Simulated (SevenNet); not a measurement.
fcc Au

The numbers are results of the machine-learned potential SevenNet-0 (trained on PBE and PBE+U data), not measurements.

Cell (relaxed at this level):

Au has the cubic space group Fm-3m (No. 225), the fcc (Cu type) structure, Pearson symbol cF4. Cell: a = 4.1711 Å, b = 4.1711 Å, c = 4.1711 Å, α = 90.00°, β = 90.00°, γ = 90.00°. Au on 4a sees 12 Au at 2.949 Å (cuboctahedral). (Neighbours: up to the widest gap in distance over summed covalent radii, below 1.35, at either atom.)
(The calculation used a cell of 1 atom; values per cell refer to that cell.)

For fcc Au, the vacancy formation energy is 0.26 eV.

Measured, for comparison: vacancy formation energy 0.89 ± 0.04 eV (no zero-point or thermal correction, monovacancy; as tabulated in Mehl and Papaconstantopoulos (1996), arXiv:mtrl-th/9602003). Computed (rounded) less measured: vacancy formation energy -0.63 eV.

A machine-learned potential is trained on density-functional data: it inherits that level's misses and adds fitting errors of its own.

Note: this model's volume lies 7 % above that of the starting cell (a measured, published or database cell).
